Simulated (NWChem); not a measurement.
System: chlorine (Cl$_{2}$); SMILES ClCl

The following NWChem deck was run.

```
start job
memory heap 200 mb stack 900 mb global 1100 mb
geometry units angstroms noautosym nocenter noautoz
  Cl     0.000000     0.000000     1.021525
  Cl     0.000000     0.000000    -1.021525
end
basis spherical
  * library 6-31g*
end
dft
  xc b3lyp
  iterations 150
end
property
  shielding 1 1
end
task dft property
```

NWChem printed, in part:

```
             Northwest Computational Chemistry Package (NWChem) 7.3.0
             --------------------------------------------------------

                             Geometry "geometry" -> ""
                             -------------------------

 Output coordinates in angstroms (scale by  1.889725989 to convert to a.u.)

  No.       Tag          Charge          X              Y              Z
 ---- ---------------- ---------- -------------- -------------- --------------
    1 Cl                  17.0000     0.00000000     0.00000000     1.02152500
    2 Cl                  17.0000     0.00000000     0.00000000    -1.02152500

 Effective nuclear repulsion energy (a.u.)      74.8548615848

                              NWChem Property Module
                              ----------------------

  itol2e modified to match energy
  convergence criterion.

                                 NWChem DFT Module
                                 -----------------

 Summary of "ao basis" -> "ao basis" (spherical)
 ------------------------------------------------------------------------------
       Tag                 Description            Shells   Functions and Types
 ---------------- ------------------------------  ------  ---------------------
 Cl                          6-31g*                  8       18   4s3p1d

  itol2e modified to match energy
  convergence criterion.

            General Information
            -------------------
          SCF calculation type: DFT
          Wavefunction type:  closed shell.
          No. of atoms     :     2
          No. of electrons :    34
           Alpha electrons :    17
            Beta electrons :    17
          Charge           :     0
          Spin multiplicity:     1
          Use of symmetry is: off; symmetry adaption is: off
          Maximum number of iterations: 150
          AO basis - number of functions:    36
                     number of shells:    16
          Convergence on energy requested:  1.00D-07
          Convergence on density requested:  1.00D-05
          Convergence on gradient requested:  5.00D-04

              XC Information
              --------------
                         B3LYP Method XC Potential
                     Hartree-Fock (Exact) Exchange  0.200
                        Slater Exchange Functional  0.800 local
                    Becke 1988 Exchange Functional  0.720 non-local
              Lee-Yang-Parr Correlation Functional  0.810
                  VWN I RPA Correlation Functional  0.190 local

             Grid Information
             ----------------
          Grid used for XC integration:  fine
          Radial quadrature: Mura-Knowles
          Angular quadrature: Lebedev.
          Tag              B.-S. Rad. Rad. Pts. Rad. Cut. Ang. Pts.
          ---              ---------- --------- --------- ---------
          Cl                  1.00      123           8.0       770
          Grid pruning is: on
          Number of quadrature shells:   246
          Spatial weights used:  Erf1

      Superposition of Atomic Density Guess
      -------------------------------------

 Sum of atomic energies:        -918.90116543

      Non-variational initial energy
      ------------------------------

 Total energy =    -918.966728
 1-e energy   =   -1419.368671
 2-e energy   =     425.547082
 HOMO         =      -0.354664
 LUMO         =      -0.129273

   convergence    iter        energy       DeltaE   RMS-Dens  Diis-err
 ---------------- ----- ----------------- --------- --------- ---------
 d= 0,ls=0.0,diis     1   -920.3191865735 -9.95D+02  1.55D-02  2.42D-01
 d= 0,ls=0.0,diis     2   -920.3290908683 -9.90D-03  8.16D-03  1.02D-01
 d= 0,ls=0.0,diis     3   -920.3423646943 -1.33D-02  1.20D-03  4.19D-03
 d= 0,ls=0.0,diis     4   -920.3429096174 -5.45D-04  1.35D-04  1.74D-05
 d= 0,ls=0.0,diis     5   -920.3429121266 -2.51D-06  1.28D-05  1.11D-07
 d= 0,ls=0.0,diis     6   -920.3429121453 -1.86D-08  2.52D-07  2.30D-10

         Total DFT energy =     -920.342912145271
      One electron energy =    -1419.182672779995
           Coulomb energy =      480.493213079787
    Exchange-Corr. energy =      -56.508314029906
 Nuclear repulsion energy =       74.854861584843

 Numeric. integr. density =       33.999999952409

                       DFT Final Molecular Orbital Analysis
                       ------------------------------------

 Vector   15  Occ=2.000000D+00  E=-4.068446D-01
              MO Center=  5.3D-11,  5.2D-11, -2.5D-09, r^2= 2.0D+00
   Bfn.  Coefficient  Atom+Function         Bfn.  Coefficient  Atom+Function
  ----- ------------  ---------------      ----- ------------  ---------------
     8      0.375527  1 Cl py                26      0.375527  2 Cl py
     7      0.338301  1 Cl px                25      0.338301  2 Cl px
    12      0.183212  1 Cl py                30      0.183212  2 Cl py
    11      0.165050  1 Cl px                29      0.165050  2 Cl px
     4     -0.147139  1 Cl py                22     -0.147139  2 Cl py

 Vector   16  Occ=2.000000D+00  E=-3.136750D-01
              MO Center=  2.1D-10, -1.9D-10,  1.5D-09, r^2= 2.3D+00
   Bfn.  Coefficient  Atom+Function         Bfn.  Coefficient  Atom+Function
  ----- ------------  ---------------      ----- ------------  ---------------
     7      0.410041  1 Cl px                25     -0.410041  2 Cl px
     8     -0.379443  1 Cl py                26      0.379443  2 Cl py
    11      0.226479  1 Cl px                29     -0.226479  2 Cl px
    12     -0.209579  1 Cl py                30      0.209579  2 Cl py
     3     -0.157357  1 Cl px                21      0.157357  2 Cl px

 Vector   17  Occ=2.000000D+00  E=-3.136750D-01
              MO Center=  5.5D-11,  4.8D-11,  2.4D-09, r^2= 2.3D+00
   Bfn.  Coefficient  Atom+Function         Bfn.  Coefficient  Atom+Function
  ----- ------------  ---------------      ----- ------------  ---------------
     8      0.410041  1 Cl py                26     -0.410041  2 Cl py
     7      0.379443  1 Cl px                25     -0.379443  2 Cl px
    12      0.226479  1 Cl py                30     -0.226479  2 Cl py
    11      0.209579  1 Cl px                29     -0.209579  2 Cl px
     4     -0.157357  1 Cl py                22      0.157357  2 Cl py

 Vector   18  Occ=0.000000D+00  E=-1.424487D-01
              MO Center=  2.3D-11, -1.4D-11,  7.4D-11, r^2= 2.6D+00
   Bfn.  Coefficient  Atom+Function         Bfn.  Coefficient  Atom+Function
  ----- ------------  ---------------      ----- ------------  ---------------
     9      0.575531  1 Cl pz                27      0.575531  2 Cl pz
    13      0.558699  1 Cl pz                31      0.558699  2 Cl pz
    10     -0.306502  1 Cl s                 28      0.306502  2 Cl s
     5     -0.216453  1 Cl pz                23     -0.216453  2 Cl pz
     6     -0.185591  1 Cl s                 24      0.185591  2 Cl s

 Vector   19  Occ=0.000000D+00  E= 3.246075D-01
              MO Center= -1.4D-09,  6.3D-10, -2.3D-09, r^2= 4.0D+00
   Bfn.  Coefficient  Atom+Function         Bfn.  Coefficient  Atom+Function
  ----- ------------  ---------------      ----- ------------  ---------------
     6      1.147496  1 Cl s                 24      1.147496  2 Cl s
    10     -1.125822  1 Cl s                 28     -1.125822  2 Cl s
    13     -0.204861  1 Cl pz                31      0.204861  2 Cl pz
     9      0.141613  1 Cl pz                27     -0.141613  2 Cl pz
     2     -0.102934  1 Cl s                 20     -0.102934  2 Cl s

 Vector   20  Occ=0.000000D+00  E= 3.690724D-01
              MO Center= -2.3D-10,  2.7D-11,  1.8D-09, r^2= 5.4D+00
   Bfn.  Coefficient  Atom+Function         Bfn.  Coefficient  Atom+Function
  ----- ------------  ---------------      ----- ------------  ---------------
    13      0.998131  1 Cl pz                31      0.998131  2 Cl pz
     9     -0.704280  1 Cl pz                27     -0.704280  2 Cl pz
     6     -0.569651  1 Cl s                 24      0.569651  2 Cl s
    10      0.237145  1 Cl s                 28     -0.237145  2 Cl s
     5      0.188205  1 Cl pz                23      0.188205  2 Cl pz

     Multipole analysis of the density
     ---------------------------------

     L   x y z        total         alpha         beta         nuclear
     -   - - -        -----         -----         ----         -------
     0   0 0 0     -0.000000    -17.000000    -17.000000     34.000000

     1   1 0 0     -0.000000     -0.000000     -0.000000      0.000000
     1   0 1 0      0.000000      0.000000      0.000000      0.000000
     1   0 0 1      0.000000      0.000000      0.000000      0.000000

     2   2 0 0    -18.853580     -9.426790     -9.426790      0.000000
     2   1 1 0      0.000000      0.000000      0.000000      0.000000
     2   1 0 1     -0.000000     -0.000000     -0.000000      0.000000
     2   0 2 0    -18.853580     -9.426790     -9.426790      0.000000
     2   0 1 1      0.000000      0.000000      0.000000      0.000000
     2   0 0 2    -16.637543    -71.668476    -71.668476    126.699409

          -----------------------------------------
          Chemical Shielding Tensors (GIAO, in ppm)
          -----------------------------------------

                                NWChem CPHF Module
                                ------------------

  scftype          =     RHF
  nclosed          =       17
  nopen            =        0
  variables        =      323
  # of vectors     =        3
  tolerance        = 0.10D-03
  level shift      = 0.00D+00
  max iterations   =       50
  max subspace     =       30

 SCF residual:    7.8095436157658036E-007

Iterative solution of linear equations
  No. of variables      323
  No. of equations        3
  Maximum subspace       30
        Iterations       50
       Convergence  1.0D-04

   iter   nsub   residual    time
   ----  ------  --------  ---------
     1      3    4.21D-01       3.3
     2      6    1.51D-02       3.7
     3      9    2.38D-04       4.0
     4     12    9.08D-06       4.3

      Atom:    1  Cl
        Diamagnetic
   1137.3189     -0.0000     -0.0000
     -0.0000   1137.3189      0.0000
     -0.0000      0.0000   1155.4401

        Paramagnetic
   -974.2097      0.0000     -0.0000
      0.0000   -974.2097      0.0000
     -0.0000      0.0000     -0.0000

        Total Shielding Tensor
    163.1093      0.0000     -0.0000
      0.0000    163.1093      0.0000
     -0.0000      0.0000   1155.4401

           isotropic =     493.8862
          anisotropy =     992.3308

          Principal Components and Axis System
                 1           2           3
             1155.4401    163.1093    163.1093

      1        -0.0000      0.6786      0.7345
      2         0.0000      0.7345     -0.6786
      3         1.0000      0.0000      0.0000
```

Level: B3LYP/6-31G* (spherical d), GIAO. Geometry: optimised at B3LYP/6-31G* (spherical d). B3LYP is NWChem's, with the RPA form of VWN correlation. The printed shielding anisotropy is the first printed principal value minus the mean of the other two.
